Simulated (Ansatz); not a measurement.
`C[Si]N` + H₂O → `C[Si]O` + NH₃ at 600 K and 1 bar (formal hydrolysis of the Si–N bond).

Isolated molecules relaxed with PBE0-D4/def2-TZVP in Ansatz; ΔE leaves out vibrations. CCSD(T)/CBS adds triple-zeta CCSD(T) − MP2 to the extrapolated MP2 energy (def2 sets, frozen cores). This one scheme is used for every species. One conformer a species, not always the lowest.

| species | CCSD(T)/CBS energy (Eh) | H − E (kJ/mol) | S (J/(mol·K)) |
| --- | --- | --- | --- |
| `C[Si]N` | -384.84019 | 208.0 | 361.9 |
| H₂O | -76.37941 | 76.8 | 212.8 |
| `C[Si]O` | -404.71755 | 171.7 | 351.0 |
| NH₃ | -56.50880 | 112.4 | 219.5 |

H − E and S are ideal-gas, rigid-rotor, harmonic terms from PBE0-D4/def2-TZVP, for one conformer and one mirror image of each species. 1 Eh = 2625.50 kJ/mol, R = 8.31446 J/(mol·K).

Problem. By hand: ΔE, ΔH, ΔS and ΔG.

Solution. ΔE = (-404.71755) + (-56.50880) − (-384.84019) − (-76.37941) = -0.00675 Eh = -17.7 kJ/mol. Δ(H − E) = 171.7 + 112.4 − 208.0 − 76.8 = -0.7, so ΔH = -18.4 kJ/mol. ΔS = 351.0 + 219.5 − 361.9 − 212.8 = -4.2 J/(mol·K). ΔG = -18.4 − 600 × (-4.2)/1000 = -15.9 kJ/mol.

Problem. By hand: the equilibrium constant, and the temperature at which ΔG would vanish if ΔH and ΔS stayed fixed.

Solution. log₁₀ K = −ΔG/(RT ln 10) = 1.4. ΔG = 0 at ΔH/ΔS = 4381 K, far beyond where these terms or the molecules hold.

The number of gas molecules stays the same, so ΔS is small and ΔH decides. A doubt of 5 kJ/mol in ΔE shifts log₁₀ K by 0.4 here. Other conformers and mirror images would add mixing entropy, several J/(mol·K) or more a flexible species. Modes under 60 cm⁻¹, often nearly free rotors, make the harmonic entropy too high. These are equilibria of isolated gas molecules and say nothing of rates. Largest T1 diagnostic: 0.014 (customary marks: 0.02 for closed shells, 0.045 for open ones).
